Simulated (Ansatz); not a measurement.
# CH4BF (SMILES CBF): functionals against CCSD(T) at one geometry

An exercise on one series of results from a longer session: the logs are not shown, and one member is left open.

Computed with Ansatz 0.2.0, Gaussian basis. Level: single points in def2-TZVPP.

Cores are frozen in the correlated methods.

**Starting geometry**

SMILES `CBF`, 7 atoms, charge 0, spin multiplicity 1.

Atoms are counted from 1 here; the program's logs count them from 0.

Bond lengths: C1–B2 1.587 Å, C1–H4 1.089 Å, C1–H5 1.068 Å, C1–H6 1.003 Å, B2–F3 1.369 Å, B2–H7 1.218 Å. Angles: B2–C1–H4 107.0°, B2–C1–H5 104.2°, B2–C1–H6 116.2°, H4–C1–H5 107.6°, H4–C1–H6 114.9°, H5–C1–H6 106.1°, C1–B2–F3 119.0°, C1–B2–H7 127.4°, F3–B2–H7 113.5°.

Geometry (Å):

```tsv
atom	x (Å)	y (Å)	z (Å)
C1	-0.6150	0.3564	-0.1510
B2	0.7000	-0.4401	0.2422
F3	1.3519	-1.1629	-0.7204
H4	-1.2962	-0.3595	-0.6081
H5	-0.2948	1.0312	-0.9143
H6	-1.0211	0.9238	0.5697
H7	1.2455	-0.4766	1.3305
```

The first run:

run/in.yaml

```yaml
crystal:
  periodic: [false, false, false]
  atoms:
    - {symbol: C, position_ang: [-0.615000, 0.356400, -0.151000]}
    - {symbol: B, position_ang: [0.700000, -0.440100, 0.242200]}
    - {symbol: F, position_ang: [1.351900, -1.162900, -0.720400]}
    - {symbol: H, position_ang: [-1.296200, -0.359500, -0.608100]}
    - {symbol: H, position_ang: [-0.294800, 1.031200, -0.914300]}
    - {symbol: H, position_ang: [-1.021100, 0.923800, 0.569700]}
    - {symbol: H, position_ang: [1.245500, -0.476600, 1.330500]}
basis:
  gaussian: {orbitals: def2-TZVPP}
correlation: {method: ccsd_t}
output: {forces: true}
```

The command line of these runs was not kept.

Steps of the session up to this table: CCSD(T)/def2-TZVPP; PBE0-D4/def2-TZVPP; wB97M-V/def2-TZVPP; r2SCAN-D4/def2-TZVPP; PBE-D4/def2-TZVPP; B97M-V/def2-TZVPP; HSE06-D4/def2-TZVPP.

One table of the session follows, with a row left open; its other results are not shown here.

| method | RMS force component (eV/Å) | angle to CCSD(T) forces (°) | dipole (D) |
| --- | --- | --- | --- |
| CCSD(T) | 1.285 | reference | 1.38 |
| PBE0-D4 | 1.321 | 3.9 | 1.42 |
| wB97M-V | 1.281 | 2.8 | 1.39 |
| r2SCAN-D4 | ? | ? | ? |
| PBE-D4 | 1.316 | 7.6 | 1.32 |
| B97M-V | 1.280 | 6.4 | 1.39 |
| HSE06-D4 | 1.322 | 3.9 | 1.41 |

Q: Estimate the row for r2SCAN-D4 from the others.

The run gave: RMS force component (eV/Å): 1.295; angle to CCSD(T) forces (°): 3.7; dipole (D): 1.39. In the column «RMS force component (eV/Å)» it lies between CCSD(T) (1.285) and PBE-D4 (1.316).
